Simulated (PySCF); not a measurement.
## Spin–spin coupling constants

Molfile (atoms numbered from 1):
```
C5H10
     RDKit          3D

 15 14  0  0  0  0  0  0  0  0999 V2000
    2.4913    0.9001    0.3278 C   0  0  0  0  0  0  0  0  0  0  0  0
    1.6326   -0.0479   -0.0498 C   0  0  0  0  0  0  0  0  0  0  0  0
    0.2688   -0.2630    0.5246 C   0  0  0  0  0  0  0  0  0  0  0  0
   -0.8509   -0.1118   -0.5055 C   0  0  0  0  0  0  0  0  0  0  0  0
   -2.2345   -0.3533    0.0760 C   0  0  0  0  0  0  0  0  0  0  0  0
    2.2446    1.6054    1.1286 H   0  0  0  0  0  0  0  0  0  0  0  0
    3.4717    1.0071   -0.1440 H   0  0  0  0  0  0  0  0  0  0  0  0
    1.9239   -0.7310   -0.8594 H   0  0  0  0  0  0  0  0  0  0  0  0
    0.1026    0.4373    1.3611 H   0  0  0  0  0  0  0  0  0  0  0  0
    0.2138   -1.2801    0.9564 H   0  0  0  0  0  0  0  0  0  0  0  0
   -0.7964    0.8994   -0.9439 H   0  0  0  0  0  0  0  0  0  0  0  0
   -0.6708   -0.8108   -1.3413 H   0  0  0  0  0  0  0  0  0  0  0  0
   -2.4537    0.3540    0.8921 H   0  0  0  0  0  0  0  0  0  0  0  0
   -3.0204   -0.2358   -0.6854 H   0  0  0  0  0  0  0  0  0  0  0  0
   -2.3220   -1.3703    0.4914 H   0  0  0  0  0  0  0  0  0  0  0  0
  1  2  2  0
  2  3  1  0
  3  4  1  0
  4  5  1  0
  1  6  1  0
  1  7  1  0
  2  8  1  0
  3  9  1  0
  3 10  1  0
  4 11  1  0
  4 12  1  0
  5 13  1  0
  5 14  1  0
  5 15  1  0
M  END
```

Method: B3LYP/pcJ-1 (without the spin–dipole term)//PBE0-D3(BJ)/def2-SVP, PySCF; isolated molecule, single conformer, non-relativistic. Couplings are averaged over pairs made equivalent by symmetry, fast rotation or ring inversion, so a value needn't be that of the named pair in this geometry, while other rotamers aren't included; one pair stands for each set, and the list holds a selection of those of at least 1.5 Hz over up to four bonds.

Isotopes: 13C, 1H.

| pair | bonds | J (Hz) |
| --- | --- | --- |
| C1, C2 | 1 | 76.7 |
| C1, H6 | 1 | ? |
| C1, H7 | 1 | ? |
| C2, C3 | 1 | ? |
| C2, H8 | 1 | 157.1 |
| C3, C4 | 1 | 35.8 |
| C3, H9 | 1 | 130.6 |
| C4, C5 | 1 | 37.0 |
| C4, H11 | 1 | 131.7 |
| C5, H13 | 1 | 131.6 |
| C2, H9 | 2 | -5.8 |
| C4, H13 | 2 | ? |
| C5, H11 | 2 | ? |
| H9, H10 | 2 | -14.4 |
| H11, H12 | 2 | ? |
| C1, C4 | 3 | ? |
| C1, H9 | 3 | 7.2 |
| C2, C5 | 3 | 6.2 |
| C3, H6 | 3 | 7.7 |
| C3, H7 | 3 | 12.2 |
| C3, H13 | 3 | 6.1 |
| C4, H8 | 3 | 2.7 |
| H6, H8 | 3 | 17.9 |
| H7, H8 | 3 | ? |
| H9, H11 | 3 | 4.4 |
| C4, H6 | 4 | -1.7 |

Estimate the withheld couplings, with signs.

Results:


- 1J(C1,H6) = 163.7 Hz (bond length 1.095 Å, sp2 carbon)
- 1J(C1,H7) = 168.1 Hz (bond length 1.093 Å, sp2 carbon)
- 1J(C2,C3) = 45.5 Hz (bond length 1.495 Å)
- 2J(C4,H13) = -3.4 Hz
- 2J(C5,H11) = -3.3 Hz (angle at C4 110°)
- 2J(H11,H12) = -14.8 Hz (angle at C4 106°)
- 3J(C1,C4) = 3.9 Hz (dihedral angle 119°)
- 3J(H7,H8) = 11.2 Hz (dihedral angle 0°)
